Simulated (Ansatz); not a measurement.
# C2H5S: the cost of one run

Method: UKS BLYP-D4/def2-SVP, in Ansatz 0.2.0.

## Step 1: The starting structure

Bond lengths: C1–C2 1.430 Å, C2–S3 1.801 Å, C1–H4 1.105 Å, C1–H5 1.095 Å, C2–H6 1.111 Å, C2–H7 1.106 Å, S3–H8 1.292 Å. Angles: C1–C2–S3 109.0°, C1–C2–H6 110.9°, C1–C2–H7 109.8°, S3–C2–H6 110.0°, S3–C2–H7 109.7°, H6–C2–H7 107.3°, C2–C1–H4 118.0°, C2–C1–H5 125.0°, H4–C1–H5 115.8°, C2–S3–H8 96.3°.

As a file:

```xyz
8

C    -0.5343    0.2533   -0.7887
C     0.5993    0.1181    0.0722
S     0.0284   -0.2281    1.7450
H    -1.2432    1.0770   -0.5887
H    -0.6614   -0.2636   -1.7452
H     1.2147    1.0430    0.0642
H     1.2426   -0.7090   -0.2812
H    -0.5538   -1.3478    1.4665
```

## Step 2: End point A

input.yaml

```yaml
crystal:
  periodic: [false, false, false]
  atoms:
    - { symbol: C, position_ang: [-0.5343, 0.2533, -0.7887] }
    - { symbol: C, position_ang: [0.5993, 0.1181, 0.0722] }
    - { symbol: S, position_ang: [0.0284, -0.2281, 1.745] }
    - { symbol: H, position_ang: [-1.2432, 1.077, -0.5887] }
    - { symbol: H, position_ang: [-0.6614, -0.2636, -1.7452] }
    - { symbol: H, position_ang: [1.2147, 1.043, 0.0642] }
    - { symbol: H, position_ang: [1.2426, -0.709, -0.2812] }
    - { symbol: H, position_ang: [-0.5538, -1.3478, 1.4665] }
magnetization:
  spin_polarized: true
  initial_magnetization: 1
basis:
  gaussian: { orbitals: def2-SVP }
hamiltonian:
  xc: blyp
  dispersion: d4
relax:
  f_tol: 0.015
  max_steps: 40
```

Started as:

```bash
$ ansatz run input.yaml --threads 1 --pin off --max-ram 2048MiB --backend cpu --events-out ev --progress --plain --runs-dir out
```

What time and memory should one allow on 1 thread of Arm Neoverse N1, shared host?

About 38 s, with a peak of 0.14 GiB.
